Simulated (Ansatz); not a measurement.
# AlClH5N: the cost of one run

All numbers below are computed with Ansatz 0.2.0 (RKS BHLYP-D4/def2-SVP).

**1. The starting structure**

Bond lengths: Al1–N2 2.270 Å, N2–H3 1.060 Å, N2–H4 1.060 Å, Al1–H5 1.560 Å, Al1–H6 1.560 Å, Al1–Cl7 2.530 Å. Angles: Al1–N2–H3 120.0°, Al1–N2–H4 120.0°, H3–N2–H4 120.0°, N2–Al1–H5 120.0°, N2–Al1–H6 120.0°, N2–Al1–Cl7 71.6°, H5–Al1–H6 120.0°, H5–Al1–Cl7 105.4°, H6–Al1–Cl7 92.8°.

Structure file:

```xyz
8

Al    0.0000    0.0000    0.0000
N     0.0000    0.0000    2.2700
H    -0.8770   -0.2713    2.8000
H     0.8770    0.2713    2.8000
H     1.3510    0.0000   -0.7800
H    -1.3510    0.0000   -0.7800
Cl   -0.3164    2.3800    0.7978
H    -0.1701    1.2795    2.0062
```

**2. Pulling towards end A**

Springs on the bonds that form and break draw the guess towards this end; the thresholds are loose.

The input, input.yaml:

```yaml
crystal:
  periodic: [false, false, false]
  atoms:
    - { symbol: Al, position_ang: [0.0, 0.0, 0.0] }
    - { symbol: "N", position_ang: [0.0, 0.0, 2.27] }
    - { symbol: H, position_ang: [-0.877, -0.2713, 2.8] }
    - { symbol: H, position_ang: [0.877, 0.2713, 2.8] }
    - { symbol: H, position_ang: [1.351, 0.0, -0.78] }
    - { symbol: H, position_ang: [-1.351, 0.0, -0.78] }
    - { symbol: Cl, position_ang: [-0.3164, 2.38, 0.7978] }
    - { symbol: H, position_ang: [-0.1701, 1.2795, 2.0062] }
basis:
  gaussian: { orbitals: def2-SVP }
hamiltonian:
  xc: { name: BHLYP }
  dispersion: d4
relax:
  f_tol: 0.15
  max_steps: 25
  restrain:
    - { distance: [0, 6], at: 3.43, k: 30.0 }
    - { distance: [7, 1], at: 2.26, k: 30.0 }
    - { distance: [0, 1], at: 1.92, k: 30.0 }
    - { distance: [7, 6], at: 1.37, k: 30.0 }
```

On the command line:

```bash
$ ansatz run input.yaml --threads 1 --pin off --max-ram 2048MiB --backend cpu --events-out ev --progress --plain --runs-dir out
```

What time and memory should one allow on 1 thread of Arm Neoverse V2, shared host?

About 24 s, with a peak of 0.16 GiB.
